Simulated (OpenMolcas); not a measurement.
**One shape, several levels: C4H8 (isobutene)**

Aim: a comparison of 6 runs (BHLYP/6-31G*, M06-2X/6-31G*, M06-L/6-31G*, PBE/6-31G*, PBE0/6-31G*, CCSD(T)/6-31G*) of C4H8 (isobutene). 

Program for the calculation: OpenMolcas 26.06.

### Step 1. The molecule

C4H8: 12 atoms, total charge 0, spin state singlet. As SMILES, `C=C(C)C`. The C2–C4 distance was set to 1.944 Å, away from the relaxed value.

Bond lengths: C1–C2 1.329 Å, C2–C3 1.496 Å, C1–H5 1.085 Å, C1–H6 1.085 Å, C3–H7 1.095 Å, C3–H8 1.091 Å, C3–H9 1.095 Å, C4–H10 1.095 Å, C4–H11 1.091 Å, C4–H12 1.095 Å. Some angles: C1–C2–C3 122.2°, C2–C1–H5 121.4°, C2–C1–H6 121.4°, C2–C3–H7 110.8°, C2–C3–H8 111.8°, C2–C3–H9 110.8°, H5–C1–H6 117.1°, H7–C3–H8 108.4°, H7–C3–H9 106.5°, H8–C3–H9 108.4°. A long bond or contact: C2–C4 1.944 Å.

### Step 2. A single-point energy at BHLYP/6-31G(d) (spherical functions) (run 1)

Input file geom.xyz:

```xyz
12

C     -0.711887     1.676319     0.084115
C     -0.217877     0.461529     0.300025
C     -0.084807    -0.110931     1.675395
C      0.379100    -0.686080    -1.151630
H     -0.803247     2.079979    -0.918355
H     -1.041867     2.306609     0.902705
H     -0.654437    -1.042071     1.765315
H     -0.436957     0.583129     2.439315
H      0.958863    -0.362871     1.891935
H     -0.178340    -1.628870    -1.155760
H      0.254300    -0.208180    -2.123920
H      1.435040    -0.949860    -1.029100
```

Input file mol.input:

```
* C4H8 Kohn-Sham DFT

&gateway
  baslib
  $CurrDir
  coord
  geom.xyz
  basis
  6-31Gs
  group
  NoSym

&seward
  gridinput
  Grid=UltraFine
  End of Grid

&scf
  ksdft
  HYB_GGA_XC_BHANDHLYP
  thresholds
  1e-10 1e-07 1e-07 1e-05
  prorbitals
  1
```

The basis set 6-31G* is read from a file made from the Basis Set Exchange's data (not shown).

On the command line:

```sh
export MOLCAS_MEM=1860
pymolcas mol.input > mol.log
```

The log of the run:

```text
--- Start Module: gateway ---
[...]
--- Stop Module: gateway /rc=_RC_ALL_IS_WELL_ ---
--- Start Module: seward ---
[...]
      Basis functions           72
--- Stop Module: seward /rc=_RC_ALL_IS_WELL_ ---
[...]
--- Start Module: scf ---
[...]
       Convergence after  14 Iterations
[...]
::    Total KS-DFT energy                            -157.0564614758
[...]
      Total spin, S                                     0.0000000000
[...]
      Total electronic charge=   32.000000
      Total            charge=   -0.000000
[...]
      Dipole Moment (debye):
      Origin of the operator (angstrom)=   -0.1444    0.3010    0.2262
                   X=  1.5483E-01               Y= -3.9257E-01               Z=  1.2724E-01           Total=  4.4076E-01
      Quadrupole Moment (debye*angstrom):
[...]
--- Stop Module: scf /rc=_RC_ALL_IS_WELL_ ---
[...]
```

Wall time 27 s (1 thread of Arm Neoverse V1, shared host); peak memory 0.42 GiB.

### Step 3. A single-point energy at M06-2X/6-31G(d) (spherical functions) (run 2)

Input file mol.xyz:

```xyz
12

C     -0.711887     1.676319     0.084115
C     -0.217877     0.461529     0.300025
C     -0.084807    -0.110931     1.675395
C      0.379100    -0.686080    -1.151630
H     -0.803247     2.079979    -0.918355
H     -1.041867     2.306609     0.902705
H     -0.654437    -1.042071     1.765315
H     -0.436957     0.583129     2.439315
H      0.958863    -0.362871     1.891935
H     -0.178340    -1.628870    -1.155760
H      0.254300    -0.208180    -2.123920
H      1.435040    -0.949860    -1.029100
```

Input file calc.input:

```
&GATEWAY
  BASLIB = $CurrDir
  COORD = mol.xyz
  BASIS = 6-31Gs
  GROUP = NoSym

&SEWARD
  GRIDINPUT
  Grid=UltraFine
  End of Grid

&SCF
  KSDFT = M062X
  THRESHOLDS = 1e-10 1e-07 1e-07 1e-05
  PRORBITALS = 1 1
```

The basis set 6-31G* is read from a file made from the Basis Set Exchange's data (not shown).

On the command line:

```sh
export MOLCAS_MEM=1860
pymolcas calc.input > calc.log
```

The log of the run:

```text
--- Start Module: gateway ---
[...]
--- Stop Module: gateway /rc=_RC_ALL_IS_WELL_ ---
--- Start Module: seward ---
[...]
      Basis functions           72
--- Stop Module: seward /rc=_RC_ALL_IS_WELL_ ---
[...]
--- Start Module: scf ---
[...]
       Convergence after  14 Iterations
[...]
::    Total KS-DFT energy                            -157.0761594317
[...]
      Total spin, S                                     0.0000000000
[...]
      Total electronic charge=   32.000000
      Total            charge=   -0.000000
[...]
      Dipole Moment (debye):
      Origin of the operator (angstrom)=   -0.1444    0.3010    0.2262
                   X=  1.4778E-01               Y= -3.8070E-01               Z=  1.5354E-01           Total=  4.3628E-01
      Quadrupole Moment (debye*angstrom):
[...]
--- Stop Module: scf /rc=_RC_ALL_IS_WELL_ ---
[...]
```

Wall time 39 s (1 thread of Arm Neoverse V1, shared host); peak memory 0.42 GiB.

Run 3 isn't shown in full; the table further down has it.

### Step 4. A single-point energy at PBE/6-31G(d) (spherical functions) (run 4)

Input file mol.input:

```
* C4H8 Kohn-Sham DFT

&GATEWAY
 BasLib = $CurrDir
 BasisSet
 C.6-31Gs....
 C1 -0.711887 1.676319 0.084115 angstrom
 C2 -0.217877 0.461529 0.300025 angstrom
 C3 -0.084807 -0.110931 1.675395 angstrom
 C4 0.379100 -0.686080 -1.151630 angstrom
 End of Basis
 BasisSet
 H.6-31Gs....
 H5 -0.803247 2.079979 -0.918355 angstrom
 H6 -1.041867 2.306609 0.902705 angstrom
 H7 -0.654437 -1.042071 1.765315 angstrom
 H8 -0.436957 0.583129 2.439315 angstrom
 H9 0.958863 -0.362871 1.891935 angstrom
 H10 -0.178340 -1.628870 -1.155760 angstrom
 H11 0.254300 -0.208180 -2.123920 angstrom
 H12 1.435040 -0.949860 -1.029100 angstrom
 End of Basis

&SEWARD
 GridInput
 Grid=UltraFine
 End of Grid

&SCF
 KSDFT = PBE
 Thresholds = 1e-10 1e-07 1e-07 1e-05
 PrOrbitals = 0
```

The basis set 6-31G* is read from a file made from the Basis Set Exchange's data (not shown).

On the command line:

```sh
export MOLCAS_MEM=1860
pymolcas mol.input > mol.log
```

The log of the run:

```text
--- Start Module: gateway ---
[...]
--- Stop Module: gateway /rc=_RC_ALL_IS_WELL_ ---
--- Start Module: seward ---
[...]
      Basis functions           72
--- Stop Module: seward /rc=_RC_ALL_IS_WELL_ ---
[...]
--- Start Module: scf ---
[...]
       Convergence after  15 Iterations
[...]
::    Total KS-DFT energy                            -156.9378975022
[...]
      Total spin, S                                     0.0000000000
[...]
      Total electronic charge=   32.000000
      Total            charge=   -0.000000
[...]
      Dipole Moment (debye):
      Origin of the operator (angstrom)=   -0.1444    0.3010    0.2262
                   X=  1.5136E-01               Y= -3.9859E-01               Z=  2.0388E-01           Total=  4.7260E-01
      Quadrupole Moment (debye*angstrom):
[...]
--- Stop Module: scf /rc=_RC_ALL_IS_WELL_ ---
[...]
```

It took 28 s on 1 thread of Arm Neoverse V1, shared host; peak memory 0.42 GiB.

Run 5 isn't shown in full; the table further down has it.

### Step 5. A single-point energy at CCSD(T)/6-31G(d) (spherical functions) (run 6)

Input file job.inp:

```
&GATEWAY
  BASLIB
  $CurrDir
  COORD
  12
  angstrom
  C       -0.711887       1.676319       0.084115
  C       -0.217877       0.461529       0.300025
  C       -0.084807      -0.110931       1.675395
  C        0.379100      -0.686080      -1.151630
  H       -0.803247       2.079979      -0.918355
  H       -1.041867       2.306609       0.902705
  H       -0.654437      -1.042071       1.765315
  H       -0.436957       0.583129       2.439315
  H        0.958863      -0.362871       1.891935
  H       -0.178340      -1.628870      -1.155760
  H        0.254300      -0.208180      -2.123920
  H        1.435040      -0.949860      -1.029100
  BASIS
  6-31Gs
  GROUP
  NoSym

&SEWARD

&SCF
  THRESHOLDS
  1e-10 1e-07 1e-07 1e-05
  PRORBITALS
  1

&RASSCF
  FILEORB
  $Project.ScfOrb
  SPIN
  1
  NACTEL
  0 0 0
  INACTIVE
  16
  RAS2
  0
  OUTORBITALS
  Canonical
  ORBLISTING
  NoCore

&MOTRA
  JOBIPH
  FROZEN
  4

&CCSDT
  CCT
  TRIPLES
  2
  ITERATIONS
  80
  ACCURACY
  1e-08
  EXTRAPOLATION
  5 4
```

The basis set 6-31G* is read from a file made from the Basis Set Exchange's data (not shown).

On the command line:

```sh
export MOLCAS_MEM=1860
pymolcas job.inp > job.log
```

The log of the run:

```text
--- Start Module: gateway ---
[...]
--- Stop Module: gateway /rc=_RC_ALL_IS_WELL_ ---
[...]
      Basis functions           72
[...]
       Convergence after  13 Iterations
[...]
::    Total SCF energy                               -156.0495577386
[...]
      Total spin, S                                     0.0000000000
[...]
      Number of active orbitals                  0
[...]
      Spin quantum number                      0.0
[...]
      Active orbitals                            0
[...]
      Number of CSFs                             1
[...]
      Number of root(s) required                 1
[...]
      Convergence after  4 iterations
[...]
      Natural orbitals and occupation numbers for root  1
      ************************************************************************************************************************
      *                                                    Final results                                                     *
      ************************************************************************************************************************
[...]
::    RASSCF root number  1 Total energy:   -156.04955774
[...]
      Total electronic charge=   32.000000
      Total            charge=   -0.000000
[...]
      Dipole Moment (debye):
      Origin of the operator (angstrom)=   -0.1444    0.3010    0.2262
                   X=  1.6016E-01               Y= -3.9654E-01               Z=  8.0405E-02           Total=  4.3515E-01
      Quadrupole Moment (debye*angstrom):
[...]
--- Start Module: motra ---
[...]
      *** WARNING: Default frozen orbitals is overwritten by user input.
      *** Default values:   4
[...]
--- Stop Module: motra /rc=_RC_ALL_IS_WELL_ ---
--- Start Module: ccsdt ---
[...]
      Convergence after                    16  Iterations
      Total energy (diff) :    -156.61747390      -0.00000001
[...]
 METHOD                       : CCSD+T(CCSD)+<T3(1)WT1> = CCSD(T)
[...]
       CCSD     =      -156.6174739025093
[...]
--- Stop Module: ccsdt /rc=_RC_ALL_IS_WELL_ ---
[...]
```

Wall time 35 s (1 thread of Arm Neoverse V1, shared host); peak memory 0.42 GiB.

### Step 6. Overview of the runs

```
run                                 level  integration grid  frozen core orbitals  energy (Eh)  dipole moment (D) of the reference  HOMO energy (eV)  LUMO energy (eV)  wall time
  1    BHLYP/6-31G* (spherical functions)         UltraFine                     –  -157.056461                                0.44             -7.99              2.38       27 s
  2   M06-2X/6-31G* (spherical functions)         UltraFine                     –  -157.076159                                0.44             -8.25              2.08       39 s
  3    M06-L/6-31G* (spherical functions)         UltraFine                     –  -157.135008                                0.48             -6.04              0.22       40 s
  4      PBE/6-31G* (spherical functions)         UltraFine                     –  -156.937898                                0.47             -5.78              0.06       28 s
  5     PBE0/6-31G* (spherical functions)         UltraFine                     –  -156.964028                                0.46             -6.99              1.12       26 s
  6  CCSD(T)/6-31G* (spherical functions)                 –                     4  -156.636906                                0.44             -9.56              5.28       35 s
```

### Step 7. What came out

| quantity | value |
| --- | --- |
| run 6: total energy | -156.63691 Eh |
| run 6: dipole moment (mean-field density) | 0.44 D |
| run 6: HOMO energy (Hartree–Fock orbitals) | -9.56 eV |
| run 6: LUMO energy (Hartree–Fock orbitals) | 5.28 eV |
| run 6: HOMO–LUMO gap (Hartree–Fock orbitals) | 14.84 eV |
| run 6: correlation energy (4 core orbitals frozen) | -587.3 mEh |
| run 6: (T) correction | -19.43 mEh |

Over runs 1, 2, 3, 4, 5 the dipole moment (its size) runs from 0.44 D (M06-2X/6-31G*) to 0.48 D (M06-L/6-31G*). Over runs 1, 2, 3, 4, 5 the HOMO–LUMO gap runs from 5.84 eV (PBE/6-31G*) to 10.36 eV (BHLYP/6-31G*). Totals of different functionals can't be ranked against each other. All runs together took 3.2 min, the longest 40 s.
